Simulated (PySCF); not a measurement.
Compound: 3-butenal, C4H6O.
Atom-mapped SMILES: `[CH2:1]=[CH:2][CH2:3][CH:4]=[O:5]` (hydrogens: H6, H7 on C1; H8 on C2; H9, H10 on C3; H11 on C4)

Computed with PBE0-D3(BJ)/def2-TZVP geometry optimisation, gas phase in PySCF.

List the bond lengths, angles and torsions at this level.

```csv
bond,length (Å)
C1=C2,1.325
C2–C3,1.496
C3–C4,1.510
C4=O5,1.198
C1–H6,1.086
C1–H7,1.083
C2–H8,1.087
"C3–H9, C3–H10",1.094
C4–H11,1.112
```

Bonds in one row agree within 0.01 Å and their mean is given. A selection of angles:
```csv
angle,degrees
C2–C1–H6,121.6
C2–C1–H7,121.4
H6–C1–H7,117.0
C1–C2–C3,124.7
C1–C2–H8,119.5
C3–C2–H8,115.8
C2–C3–C4,110.1
C2–C3–H9,109.6
C2–C3–H10,111.9
C4–C3–H9,107.6
H9–C3–H10,109.2
C3–C4–O5,124.8
C3–C4–H11,114.2
O5–C4–H11,121.0
```

Dihedral angles: C1–C2–C3–C4 106° (anticlinal); C2–C3–C4–O5 118° (anticlinal). The mirror-image conformer, all signs reversed, is as good.

The C–C distances run from 1.325 Å (C1=C2, drawn double) to 1.510 Å (C3–C4, drawn single), a spread of 0.185 Å. Of the pairs four or more bonds apart, H6···H9 is among the closest relative to their van der Waals radii: 2.44 Å, 102 % of the sum of Bondi's values.

Point group: C1 (no symmetry element, even within 0.4 Å). No PBE0-D3(BJ)/def2-TZVP frequencies stand behind this structure, so it isn't proved a minimum. The numbers are those of one conformer.
